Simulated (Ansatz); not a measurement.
# CH5AlS: the cost of one run

All numbers are computed with Ansatz 0.2.0, driven from Python. Level of theory: MP2/def2-SVPD.

**1. The structure**

Bond lengths: C1–S2 1.787 Å, S2–Al3 2.257 Å, C1–H4 1.070 Å, C1–H5 1.096 Å, C1–H6 1.187 Å, Al3–H7 1.655 Å, Al3–H8 1.558 Å. Angles: C1–S2–Al3 92.6°, S2–C1–H4 113.2°, S2–C1–H5 114.4°, S2–C1–H6 107.8°, H4–C1–H5 107.9°, H4–C1–H6 107.7°, H5–C1–H6 105.4°, S2–Al3–H7 119.6°, S2–Al3–H8 122.7°, H7–Al3–H8 117.7°.

No structure file is read: the coordinates are typed or built in the script.

**2. The script**

The input, ch5als_spin.py:

```python
# -*- coding: utf-8 -*-
"""Gap between spin states of CH5AlS at one geometry."""

import ansatz as az

geometry_ang = [
    ("C", [-0.7447, 0.9566, -0.4271]),
    ("S", [-0.5306, 0.3975, 1.2561]),
    ("Al", [0.9013, -1.2355, 0.6403]),
    ("H", [-1.1455, 0.2043, -1.0732]),
    ("H", [0.1662, 1.3494, -0.8923]),
    ("H", [-1.5089, 1.8645, -0.4141]),
    ("H", [2.5244, -0.9195, 0.5809]),
    ("H", [0.43, -2.6745, 0.2736]),
]
system = az.Crystal.molecule()
for symbol, xyz in geometry_ang:
    system = system.atom(symbol, xyz)

calc = (
    system.calculation()
    .basis(gaussian="def2-SVPD")  # the orbital basis, by name
    .correlation("mp2")  # correlation on top of the mean field
)
found = {}
for unpaired in [0, 2]:
    r = calc.spin("collinear", total=unpaired).run().report
    s = unpaired / 2
    found[unpaired] = r["free_energy_ev"]
    print(f"2S+1 = {unpaired + 1}: E = {found[unpaired]:.5f} eV, <S^2> = {abs(r['mean_field']['state']['spin_squared']):.3f} (pure state {s * (s + 1):.2f})")
lowest = min(found, key=found.get)
for unpaired, e in found.items():
    print(f"multiplicity {unpaired + 1}: {96.485332 * (e - found[lowest]):.1f} kJ/mol above the lowest")
```

**3. What the engine is handed**

The engine receives this input (first run):

```yaml
crystal:
  periodic: [false, false, false]
  atoms:
    - { symbol: C, position_ang: [-0.7447, 0.9566, -0.4271] }
    - { symbol: S, position_ang: [-0.5306, 0.3975, 1.2561] }
    - { symbol: Al, position_ang: [0.9013, -1.2355, 0.6403] }
    - { symbol: H, position_ang: [-1.1455, 0.2043, -1.0732] }
    - { symbol: H, position_ang: [0.1662, 1.3494, -0.8923] }
    - { symbol: H, position_ang: [-1.5089, 1.8645, -0.4141] }
    - { symbol: H, position_ang: [2.5244, -0.9195, 0.5809] }
    - { symbol: H, position_ang: [0.43, -2.6745, 0.2736] }
basis:
  gaussian:
    orbitals: def2-SVPD
magnetization:
  spin_polarized: true
  initial_magnetization: 0.0
correlation:
  method: mp2
```

**4. Running it**

Started as:

```console
$ python ch5als_spin.py
```

What time and memory should one allow on 1 thread of Arm Neoverse V1, shared host?

About 7.8 s, with a peak of 0.3 GiB.
